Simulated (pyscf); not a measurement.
Optimised with ωB97X-D3(BJ)/def2-SVP in PySCF. MP2 and CC: frozen core, UHF for open shells. ΔMP2 is the change of the MP2 total energy from the triple- to the quadruple-zeta basis.

Q: silyl (SiH₃•) + hydrogen chloride (HCl) → H₃Si–Cl + H atom (H•)
Surface: doublet. Broken: Cl–H. Formed: Cl–Si. Give ΔE‡ and ΔE from CCSD(T)/def2-TZVPP + ΔMP2(QZVPP), relative to the separated reactants.

A: ΔE‡ = 16.8 kcal/mol, ΔE = -3.7 kcal/mol. Zero-point energy shifts the barrier by -1.0 kcal/mol. It is an atom transfer, with an imaginary mode of 878i cm⁻¹. One saddle was located; it need not be the lowest between these sides. The angle at the transferred Cl is 180°. The CCSD(T) − MP2 part came from Ansatz, without density fitting, on the same reference.
